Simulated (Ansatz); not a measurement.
Elastic constant C11 (GPa) of solids drawn from the class of oxides, at two levels: PBE (Ansatz, a first-principles code, PAW), and LDA (PAW; Ansatz).

```
solid                               PBE   LDA  shift (%)
---------------------------------  ----  ----  ---------
cubic perovskite BaZrO3             291   351        +21
rutile TiO2                         257   297      +15.6
corundum Ga2O3 (metastable phase)   352   416      +18.2
corundum (α-Al2O3)                  448   494      +10.3
α-quartz (SiO2)                    82.2  75.1       -8.6
stishovite (SiO2)                   387   451      +16.5
rock-salt SrO                       160   209        +31
corundum Cr2O3                      308   281       -8.8
rock-salt MgO                       267   325        +22
A-type hexagonal La2O3              196   233      +18.9
```

The shifts run from -8.8 % to +31 %, with a median of +17.4 %.

Of 10 rows, LDA is the larger in 8 and the smaller in 2.

Ansatz's runs of these crystals have no spin polarisation, but for corundum Cr2O3.

Density-functional runs with spin start from opposed moments for corundum Cr2O3.

Spin–orbit coupling is left out, also for the solids with elements from indium on (cubic perovskite BaZrO3, A-type hexagonal La2O3); its size isn't shown.

Each level is taken at its own relaxed cell. Ansatz's density-functional and Hartree–Fock values are scalar-relativistic unless marked +SOC, with PAW data made under PBE.
